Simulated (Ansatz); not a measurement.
## HSi–NH2⁺, doublet: the ladder up to UCCSDT(Q)

Geometry: that of the HSi–NH2, singlet, kept fixed.

```yaml
atoms:
  - { symbol: Si, position_ang: [0.0000, -0.0811, 0.6246] }
  - { symbol: N, position_ang: [0.0000, 0.0494, -1.0775] }
  - { symbol: H, position_ang: [0.0000, 1.4343, 0.8505] }
  - { symbol: H, position_ang: [0.0000, 0.9052, -1.6101] }
  - { symbol: H, position_ang: [0.0000, -0.7657, -1.6709] }
```

Basis cc-pVTZ; Ansatz 0.2.0. Correlated methods freeze the noble-gas cores, which leaves 11 electrons in 100 orbitals. R marks a restricted (for open shells ROHF) determinant, U an unrestricted one. Active spaces: valence = (11e, 11o) chosen from the atoms' valence shells.

Full CI isn't at hand for all of this; UCCSDT(Q) serves as the reference, and is uncertain by about the last step of the cluster series. The frozen core follows each run's orbitals, which can shift R against U totals by a few meV.

* UHF ⟨S²⟩: 0.774
* T1 diagnostic (RCCSD): 0.0295
* largest doubles amplitude (RCCSD): 0.067
* T1 diagnostic (UCCSD): 0.0219

| level | E − E(RHF) (eV) |
| --- | --- |
| UHF | -0.0911 |
| RMP2 | -8.0755 |
| UMP2 | -8.0924 |
| RCCSD | -8.6643 |
| UCCSD | -8.6686 |
| RCCSD(T) | -9.0223 |
| UCCSD(T) | -9.0231 |

Question: Estimate how far UCCSDT(Q) in cc-pVTZ lies from RCCSD(T). The table doesn't fix it; the size of (T) and the diagnostics are the guide.

Answer: UCCSDT(Q) in cc-pVTZ lies 4.3 kJ/mol below RCCSD(T), which is 13 % of the (T) step (-34.5 kJ/mol). The diagnostics are small and the rest is a small part of (T), but (T) is large here. The miss exceeds 1 kcal/mol.

The other levels:

```csv
level,E − E(UCCSDT(Q)) (kJ/mol),share of correlation (%),wall time
BCCD(T),4.4,99.50,2.7 s (H100)
RCCSDT,2.3,99.74,–
UCCSDT,2.2,99.75,–
RCCSDT(Q),0.4,99.95,23 s (H100)
CASSCF (valence space),515.4,41.09,–
NEVPT2 (valence space),124.6,85.76,8.5 s (H100)
```

The correlation energy at UCCSDT(Q), counted from RHF, is -9.067 eV. That run took 24 s on 2 threads of AMD EPYC 7R13 with a shared H100 80 GB, shared host.

Times hold each run's SCF and search for its determinant on a shared host, so for small cases they say little of a method's own cost.

Natural occupations of CASSCF (valence space) about the gap: 1.979 1.977 1.964 1.960 1.003 0.039 0.029 0.023 0.021 0.020; effectively unpaired electrons, Σ n²(2−n)², 1.03.
